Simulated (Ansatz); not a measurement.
Input file for Ansatz (an electronic-structure program): R-SVWN5/def2-TZVPPD on CH3F (SMILES CF). Files ending in .json are basis or fitting sets from the Basis Set Exchange.

Ansatz 0.2 input:
```yaml
crystal:
  periodic: [false, false, false]
  atoms:
    - {symbol: C, position_ang: [-0.63207400, 0.00000100, -0.00000000]}
    - {symbol: F, position_ang: [0.74911700, 0.00000200, -0.00000200]}
    - {symbol: H, position_ang: [-0.98318200, -0.33848900, 0.97262500]}
    - {symbol: H, position_ang: [-0.98322200, 1.01155300, -0.19317200]}
    - {symbol: H, position_ang: [-0.98320300, -0.67308400, -0.77943700]}
basis:
  gaussian:
    orbitals: def2-TZVPPD.json
hamiltonian:
  xc: {name: SVWN5}
scf: {lower_state_search: off}
```

The head of its log:

```
WARN ansatz: RAYON_NUM_THREADS=1 ignored (pool sized by the plan → 1); use --threads N
Functional definition: SVWN5
these checks for a lower state are left out or cut short: stability, starts, cluster_reference, orbital_swaps, neighbouring_geometries, increment
integrals: 0.02 GiB planned
548 factors; their error is unknown
mean field: 0.30 GiB planned
mean field evaluation 1: about -3772.1256 eV, gradient 4.4e1 eV
mean field evaluation 2: about -3768.5676 eV, gradient 5.7e1 eV
```

Task: Predict the final total energy.

Result: -138.7798 hartree.
